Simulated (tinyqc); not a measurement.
Worked calculation: UKS/BP86 in the sto-3g basis, for H2O, spin multiplicity 3. One step of it, computed by the program tinyqc.

Problem. Iteration 1: diagonalisation and new density. Diagonalise F' = X^T F X, C = X C', fill 6 alpha and 4 beta electrons from the bottom; D(s) = C_occ C_occ^T; the new density keeps 0.5 of the old one (damping). Each column has its largest component positive (the first on a tie).

F(alpha) (hartree), order 1O 1s, 1O 2s, 1O 2px, 1O 2py, 1O 2pz, 2H 1s, 3H 1s:
$$\begin{pmatrix}
-25.334107 & -5.863597 & 0.000000 & -0.000152 & -0.009551 & -0.874398 & -0.911328 \\
-5.863597 & -3.405751 & 0.000000 & 0.000802 & -0.047900 & -0.832342 & -0.860598 \\
0.000000 & 0.000000 & -1.577885 & 0.000000 & 0.000000 & 0.000000 & 0.000000 \\
-0.000152 & 0.000802 & 0.000000 & -1.675888 & 0.001116 & -0.357253 & 0.367020 \\
-0.009551 & -0.047900 & 0.000000 & 0.001116 & -1.586817 & -0.213171 & -0.218989 \\
-0.874398 & -0.832342 & 0.000000 & -0.357253 & -0.213171 & -0.267101 & -0.195583 \\
-0.911328 & -0.860598 & 0.000000 & 0.367020 & -0.218989 & -0.195583 & -0.289820
\end{pmatrix}$$

F(beta) (hartree), order 1O 1s, 1O 2s, 1O 2px, 1O 2py, 1O 2pz, 2H 1s, 3H 1s:
$$\begin{pmatrix}
-24.828598 & -5.808427 & 0.000000 & -0.000118 & -0.016223 & -0.865582 & -0.902136 \\
-5.808427 & -3.250857 & 0.000000 & 0.001102 & 0.002398 & -0.790220 & -0.817144 \\
0.000000 & 0.000000 & -1.492956 & 0.000000 & 0.000000 & 0.000000 & 0.000000 \\
-0.000118 & 0.001102 & 0.000000 & -1.400631 & 0.000720 & -0.322446 & 0.331336 \\
-0.016223 & 0.002398 & 0.000000 & 0.000720 & -1.485280 & -0.193449 & -0.198583 \\
-0.865582 & -0.790220 & 0.000000 & -0.322446 & -0.193449 & -0.246902 & -0.187504 \\
-0.902136 & -0.817144 & 0.000000 & 0.331336 & -0.198583 & -0.187504 & -0.268474
\end{pmatrix}$$

X, order 1O 1s, 1O 2s, 1O 2px, 1O 2py, 1O 2pz, 2H 1s, 3H 1s:
$$\begin{pmatrix}
-0.364146 & -0.031621 & 0.726192 & 0.000000 & -0.604078 & 0.004899 & 0.202294 \\
1.030094 & 0.071808 & -0.248820 & 0.000000 & -0.263182 & 0.007347 & 0.475415 \\
0.000000 & 0.000000 & 0.000000 & 1.000000 & 0.000000 & 0.000000 & 0.000000 \\
-0.071352 & 0.886605 & 0.001334 & 0.000000 & -0.001038 & 0.658322 & -0.008346 \\
0.397613 & 0.027212 & 0.665627 & 0.000000 & 0.659194 & 0.003069 & 0.185311 \\
-0.580613 & -0.782910 & -0.201804 & 0.000000 & 0.165867 & 0.402770 & 0.374552 \\
-0.704791 & 0.691852 & -0.197239 & 0.000000 & 0.162806 & -0.388515 & 0.387158
\end{pmatrix}$$

D(alpha) at the start, order 1O 1s, 1O 2s, 1O 2px, 1O 2py, 1O 2pz, 2H 1s, 3H 1s:
$$\begin{pmatrix}
0.063747 & -0.295777 & 0.000000 & 0.001061 & -0.022771 & 0.065436 & 0.067794 \\
-0.295777 & 1.423450 & 0.000000 & -0.009024 & 0.160544 & -0.466707 & -0.488872 \\
0.000000 & 0.000000 & 1.000000 & 0.000000 & 0.000000 & 0.000000 & 0.000000 \\
0.001061 & -0.009024 & 0.000000 & 1.224621 & -0.003567 & -0.391119 & 0.404256 \\
-0.022771 & 0.160544 & 0.000000 & -0.003567 & 1.070782 & -0.206506 & -0.214820 \\
0.065436 & -0.466707 & 0.000000 & -0.391119 & -0.206506 & 1.320807 & -0.077114 \\
0.067794 & -0.488872 & 0.000000 & 0.404256 & -0.214820 & -0.077114 & 1.341630
\end{pmatrix}$$

D(beta) at the start, order 1O 1s, 1O 2s, 1O 2px, 1O 2py, 1O 2pz, 2H 1s, 3H 1s:
$$\begin{pmatrix}
0.007104 & -0.041142 & 0.000000 & 0.000609 & 0.059536 & 0.033389 & 0.034704 \\
-0.041142 & 0.278744 & 0.000000 & -0.005529 & -0.209472 & -0.322831 & -0.339922 \\
0.000000 & 0.000000 & 1.000000 & 0.000000 & 0.000000 & 0.000000 & 0.000000 \\
0.000609 & -0.005529 & 0.000000 & 0.089735 & 0.001096 & -0.243360 & 0.252206 \\
0.059536 & -0.209472 & 0.000000 & 0.001096 & 0.951167 & -0.160461 & -0.166202 \\
0.033389 & -0.322831 & 0.000000 & -0.243360 & -0.160461 & 1.283371 & -0.076039 \\
0.034704 & -0.339922 & 0.000000 & 0.252206 & -0.166202 & -0.076039 & 1.301998
\end{pmatrix}$$

overlap S, order 1O 1s, 1O 2s, 1O 2px, 1O 2py, 1O 2pz, 2H 1s, 3H 1s:
$$\begin{pmatrix}
1.000000 & 0.236704 & 0.000000 & 0.000000 & 0.000000 & 0.034900 & 0.036378 \\
0.236704 & 1.000000 & 0.000000 & 0.000000 & 0.000000 & 0.363094 & 0.372983 \\
0.000000 & 0.000000 & 1.000000 & 0.000000 & 0.000000 & 0.000000 & 0.000000 \\
0.000000 & 0.000000 & 0.000000 & 1.000000 & 0.000000 & 0.279467 & -0.285254 \\
0.000000 & 0.000000 & 0.000000 & 0.000000 & 1.000000 & 0.166254 & 0.169674 \\
0.034900 & 0.363094 & 0.000000 & 0.279467 & 0.166254 & 1.000000 & 0.130386 \\
0.036378 & 0.372983 & 0.000000 & -0.285254 & 0.169674 & 0.130386 & 1.000000
\end{pmatrix}$$

Give: F' = X^T F X; orbital energies; coefficients C; F' = X^T F X; orbital energies; coefficients C; D(alpha) after iteration 1; D(beta) after iteration 1.

Solution.

F' = X^T F X (alpha) (hartree):
$$\begin{pmatrix}
-1.6282 & -0.1109 & 3.0860 & 0.0000 & -2.9076 & 0.0767 & 0.4081 \\
-0.1109 & -0.4737 & 0.3041 & 0.0000 & -0.2875 & -0.8308 & 0.0758 \\
3.0860 & 0.3041 & -11.7220 & 0.0000 & 10.0418 & -0.1080 & -5.3818 \\
0.0000 & 0.0000 & 0.0000 & -1.5779 & 0.0000 & 0.0000 & 0.0000 \\
-2.9076 & -0.2875 & 10.0418 & 0.0000 & -11.6286 & 0.1091 & 5.5195 \\
0.0767 & -0.8308 & -0.1080 & 0.0000 & 0.1091 & -1.1306 & -0.0505 \\
0.4081 & 0.0758 & -5.3818 & 0.0000 & 5.5195 & -0.0505 & -4.0854
\end{pmatrix}$$

orbital energies (alpha) (hartree): MO1 -25.3351, MO2 -2.2021, MO3 -1.6954, MO4 -1.5876, MO5 -1.5779, MO6 0.0490, MO7 0.1027

coefficients C (alpha), order 1O 1s, 1O 2s, 1O 2px, 1O 2py, 1O 2pz, 2H 1s, 3H 1s:
$$\begin{pmatrix}
1.0016 & -0.2446 & -0.0007 & 0.0194 & 0.0000 & 0.0578 & 0.0004 \\
-0.0076 & 1.0858 & 0.0023 & -0.0734 & 0.0000 & -0.4889 & -0.0004 \\
0.0000 & 0.0000 & 0.0000 & 0.0000 & 1.0000 & 0.0000 & 0.0000 \\
0.0000 & -0.0040 & 1.0439 & 0.0109 & 0.0000 & 0.0131 & -0.3669 \\
-0.0003 & 0.1252 & -0.0113 & 1.0071 & 0.0000 & -0.2016 & -0.0008 \\
0.0019 & -0.0875 & -0.0863 & -0.0413 & 0.0000 & 0.7653 & 0.8475 \\
0.0020 & -0.0905 & 0.0886 & -0.0404 & 0.0000 & 0.8060 & -0.8211
\end{pmatrix}$$

F' = X^T F X (beta) (hartree):
$$\begin{pmatrix}
-1.4799 & -0.1096 & 2.9910 & 0.0000 & -2.7942 & 0.0661 & 0.4650 \\
-0.1096 & -0.3346 & 0.2955 & 0.0000 & -0.2782 & -0.6870 & 0.0777 \\
2.9910 & 0.2955 & -11.4490 & 0.0000 & 9.8574 & -0.1060 & -5.2929 \\
0.0000 & 0.0000 & 0.0000 & -1.4930 & 0.0000 & 0.0000 & 0.0000 \\
-2.7942 & -0.2782 & 9.8574 & 0.0000 & -11.3846 & 0.1070 & 5.4546 \\
0.0661 & -0.6870 & -0.1060 & 0.0000 & 0.1070 & -0.9706 & -0.0510 \\
0.4650 & 0.0777 & -5.2929 & 0.0000 & 5.4546 & -0.0510 & -3.9594
\end{pmatrix}$$

orbital energies (beta) (hartree): MO1 -24.8289, MO2 -2.0238, MO3 -1.4930, MO4 -1.4896, MO5 -1.4094, MO6 0.0580, MO7 0.1155

coefficients C (beta), order 1O 1s, 1O 2s, 1O 2px, 1O 2py, 1O 2pz, 2H 1s, 3H 1s:
$$\begin{pmatrix}
1.0009 & -0.2476 & 0.0000 & -0.0032 & -0.0005 & 0.0611 & 0.0000 \\
-0.0041 & 1.0829 & 0.0000 & 0.0234 & 0.0016 & -0.5003 & 0.0026 \\
0.0000 & 0.0000 & 1.0000 & 0.0000 & 0.0000 & 0.0000 & 0.0000 \\
0.0000 & -0.0033 & 0.0000 & -0.0107 & 1.0330 & 0.0117 & -0.3967 \\
0.0003 & 0.0288 & 0.0000 & 1.0125 & 0.0097 & -0.2113 & 0.0005 \\
0.0011 & -0.0755 & 0.0000 & -0.0405 & -0.0636 & 0.7717 & 0.8449 \\
0.0012 & -0.0780 & 0.0000 & -0.0427 & 0.0635 & 0.8023 & -0.8283
\end{pmatrix}$$

D(alpha) after iteration 1, order 1O 1s, 1O 2s, 1O 2px, 1O 2py, 1O 2pz, 2H 1s, 3H 1s:
$$\begin{pmatrix}
0.5653 & -0.2993 & 0.0000 & 0.0011 & -0.0229 & 0.0661 & 0.0689 \\
-0.2993 & 1.4235 & 0.0000 & -0.0091 & 0.1605 & -0.4665 & -0.4890 \\
0.0000 & 0.0000 & 1.0000 & 0.0000 & 0.0000 & 0.0000 & 0.0000 \\
0.0011 & -0.0091 & 0.0000 & 1.1573 & -0.0037 & -0.2357 & 0.2536 \\
-0.0229 & 0.1605 & 0.0000 & -0.0037 & 1.0708 & -0.2062 & -0.2152 \\
0.0661 & -0.4665 & 0.0000 & -0.2357 & -0.2062 & 0.9617 & 0.2709 \\
0.0689 & -0.4890 & 0.0000 & 0.2536 & -0.2152 & 0.2709 & 1.0045
\end{pmatrix}$$

D(beta) after iteration 1, order 1O 1s, 1O 2s, 1O 2px, 1O 2py, 1O 2pz, 2H 1s, 3H 1s:
$$\begin{pmatrix}
0.5351 & -0.1567 & 0.0000 & 0.0007 & 0.0247 & 0.0267 & 0.0277 \\
-0.1567 & 0.7260 & 0.0000 & -0.0047 & -0.0773 & -0.2028 & -0.2127 \\
0.0000 & 0.0000 & 1.0000 & 0.0000 & 0.0000 & 0.0000 & 0.0000 \\
0.0007 & -0.0047 & 0.0000 & 0.0449 & -0.0049 & -0.1213 & 0.1265 \\
0.0247 & -0.0773 & 0.0000 & -0.0049 & 0.9886 & -0.1018 & -0.1059 \\
0.0267 & -0.2028 & 0.0000 & -0.1213 & -0.1018 & 0.6454 & -0.0342 \\
0.0277 & -0.2127 & 0.0000 & 0.1265 & -0.1059 & -0.0342 & 0.6550
\end{pmatrix}$$
